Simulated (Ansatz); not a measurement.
2H WSe2 was calculated with LDA+SOC (PAW; Ansatz, an electronic-structure program).

Run with plane-wave cutoff 520 eV, 12×12×4 k mesh (along the axes of the cell as run), Fermi–Dirac smearing 0.01 eV, PAW data made under PBE.

Cell (measured lattice):

Space group P6₃/mmc (No. 194); a = b = 3.2820 Å, c = 12.9600 Å, α = β = 90.00°, γ = 120.00°

| atom | site | symmetry | x | y | z |
|---|---|---|---|---|---|
| W | 2c | -6m2 | 0.3333 | 0.6667 | 0.2500 |
| Se | 4f | 3m. | 0.6667 | 0.3333 | 0.1210 |

Question: Predict the band gap, smallest direct gap on the k points sampled and direct gap at Γ.

Answer: 
- band gap: 0.82 eV (indirect)
- smallest direct gap on the k points sampled: 1.31 eV
- direct gap at Γ: 2.41 eV

Note: cell and atoms aren't relaxed at this level (largest force component 0.27 eV/Å, pressure -3.2 GPa).

The computed numbers hold no vibrational or temperature effects.

Computing time: about 6 core-minutes (a rough figure).
